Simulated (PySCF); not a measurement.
These are ωB97X-D3(BJ)/def2-TZVP // PBE0-D3(BJ)/def2-TZVP in PySCF 2.14.0 values and carry that method's errors. Gas-phase values, no solvent. One relaxed conformer stands for a flexible species; it need not be the lowest. Excitations are Tamm–Dancoff values on a coarser integration grid. The basis has no diffuse functions, so Rydberg states are missing or too high.

Reference species (SMILES): `C=C=C` (neutral, multiplicity 1).

- HOMO–LUMO gap = 12.68 eV
- HOMO = -10.16 eV
- S1 oscillator strength = 0.000
- brightest of the four lowest singlets (TDA) = 8.56 eV

Changed species: `C(=C=C)CO` (X = hydroxymethyl; the reference has X = H).

What does the change do to the HOMO–LUMO gap, HOMO, S1 oscillator strength and brightest of the four lowest singlets (TDA)?

the HOMO–LUMO gap drops by 0.49 eV, to 12.19 eV; the HOMO rises by 0.21 eV, to -9.95 eV; the S1 oscillator strength stays essentially unchanged; the brightest of the four lowest singlets (TDA) falls by 1.08 eV, to 7.48 eV.
